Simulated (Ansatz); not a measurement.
```yaml
crystal:
  periodic: [false, false, false]
  atoms:
    - {symbol: Zr, position_ang: [0.000000, 0.000000, 0.000000]}
    - {symbol: C, position_ang: [0.000000, 0.000000, 2.210000]}
basis:
  gaussian: {orbitals: def2-TZVP}
magnetization: {spin_polarized: true, initial_magnetization: 4}
hamiltonian: {xc: pbe0}
relax: {f_tol: 0.004, max_steps: 80}
```

```sh
$ ansatz run in.yaml --threads 1 --pin off --events-out ev --progress --plain --max-ram 2176MiB
```

Steps of the relaxation (energy above the last step; positions in Å, forces in eV/Å):

```
2
step 1, 489.0 meV
Zr    0.000    0.000    0.000    0.000    0.000    2.522
C     0.000    0.000    2.210    0.000    0.000   -2.522
```

```
2
step 2, 4.1 meV
Zr    0.000    0.000    0.149    0.000    0.000   -0.466
C     0.000    0.000    2.061    0.000    0.000    0.466
```

```
2
step 3, 0.0 meV
Zr    0.000    0.000    0.140    0.000    0.000   -0.016
C     0.000    0.000    2.070    0.000    0.000    0.016
```

```
2
step 4, 0.0 meV
Zr    0.000    0.000    0.140    0.000    0.000    0.000
C     0.000    0.000    2.070    0.000    0.000    0.000
```

Close pairs at the end: Zr1–C2 1.930 Å.

A stationary point of unrestricted PBE0 after 4 steps, with ⟨S²⟩ = 6.006 against 6.00 for a pure state. 30 s on 1 thread of Arm Neoverse V2, shared host.
